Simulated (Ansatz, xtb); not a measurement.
# BH6NSi: where a starting geometry ends

The starting geometry of this gas-phase singlet was built from a drawn formula by distance geometry and a force field; its bonds are those of `N[BH2-][SiH2+]`.

```xyz
9

B    -1.4375   -1.4473   -0.3717
N    -0.3267   -0.5244    0.2734
Si   -1.3707   -1.3573   -2.3089
H     0.6142   -0.9263   -0.0602
H    -0.4254    0.4121   -0.0528
H    -2.4782   -1.0007   -0.0373
H    -1.3563   -2.5273   -0.0249
H    -0.2575   -0.5434   -2.9699
H    -2.3050   -2.0630   -3.1247
```

Q: Predict what it relaxes into with r2SCAN-D4/def2-SVP.

A: It rearranges to `NB[SiH3]`. Distances that change by over a tenth: B1–N2 (1.58 → 1.39 Å). Contacts that open: B1–H6 (1.18 → 2.93 Å). Contacts that close: Si3–H6 (2.55 → 1.50 Å).

The energy falls by 3.22 eV over 26 steps:

| step | E − E(last) (eV) |
| --- | --- |
| 1 | 3.218 |
| 4 | 2.175 |
| 7 | 1.441 |
| 9 | 1.244 |
| 12 | 1.100 |
| 15 | 0.568 |
| 18 | 0.111 |
| 20 | 0.006 |
| 23 | 0.000 |
| 26 | 0.000 |

Final geometry (Å):

```xyz
9

B    -1.0073   -1.5062   -0.2615
N     0.0979   -0.7792    0.1712
Si   -1.8414   -1.1591   -2.0697
H     0.5417   -0.9258    1.0725
H     0.5434   -0.0507   -0.3773
H    -3.2797   -0.7537   -1.9440
H    -1.4499   -2.3503    0.4877
H    -1.1341   -0.0677   -2.8227
H    -1.8138   -2.3848   -2.9329
```

From the same start GFN2-xTB ends elsewhere, at `[BH2-]1[NH2+][SiH2]1`.

No frequencies were run, so the end isn't proven a minimum. Run with Ansatz 0.2.0, 110 s on 1 thread of Intel(R) Xeon(R) Processor @ 2.50GHz (Skylake/Cascade Lake) (shared host).
